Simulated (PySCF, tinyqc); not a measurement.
Harmonic frequencies on the RHF/sto-6g surface (energies and gradients from PySCF), for BH, spin multiplicity 1, step by step. The lowest restricted solution is unstable here: a spin-polarised one lies 0.0128 hartree lower (PySCF). One step of it, computed by the program tinyqc.

Task: One row of the Hessian: 1Bz. Displace 1Bz by +/-0.005 bohr; H(k, :) = (g(+) - g(-)) / (2 delta).

optimised positions (bohr):
```
           x         y         z
1B  0.000000  0.000000  0.144263
2H  0.000000  0.000000  2.420095
```

gradient at +delta (hartree/bohr):
```
             x           y            z
1B  0.00000000  0.00000000   0.00150663
2H  0.00000000  0.00000000  -0.00150663
```

gradient at -delta (hartree/bohr):
```
             x           y            z
1B  0.00000000  0.00000000  -0.00152990
2H  0.00000000  0.00000000   0.00152990
```

Give: row of the Hessian.

Result:

row of the Hessian (hartree/bohr^2): 1Bx 0.000000, 1By 0.000000, 1Bz 0.303653, 2Hx 0.000000, 2Hy 0.000000, 2Hz -0.303653
